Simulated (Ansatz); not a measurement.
We consider Bi2Te2Se (R-3m, No. 166; cell taken from a computed entry), described by HSE06 (plane waves, PAW; Ansatz, an electronic-structure program).

Numerical settings: plane-wave cutoff 460 eV, 6×6×6 k mesh, Fermi–Dirac smearing 0.01 eV, scalar-relativistic PAW data made under PBE.

Cell (relaxed with PBEsol):

Space group R-3m, hexagonal axes (No. 166); a = 4.2886 Å, b = 4.2886 Å, c = 29.8586 Å, α = 90.00°, β = 90.00°, γ = 120.00°

| atom | site | symmetry | x | y | z |
|---|---|---|---|---|---|
| Bi | 6c | 3m | 0.0000 | 0.0000 | 0.3944 |
| Te | 6c | 3m | 0.0000 | 0.0000 | 0.2131 |
| Se | 3a | -3m | 0.0000 | 0.0000 | 0.0000 |
(The calculation used a cell of 5 atoms; values per cell refer to that cell.)

### Question
Predict the band gap.

### Answer

- band gap = 0.45 eV (on the SCF k mesh)

Note: cell and atoms aren't relaxed at this level (largest force component 0.23 eV/Å, pressure 1.0 GPa); this cell isn't known to be the ambient phase, and symmetry holds it in the calculation.

Spin–orbit coupling is not included; with these elements it can move the gap by several tenths of an eV or more.

The result took about 13 core-minutes (a rough figure).
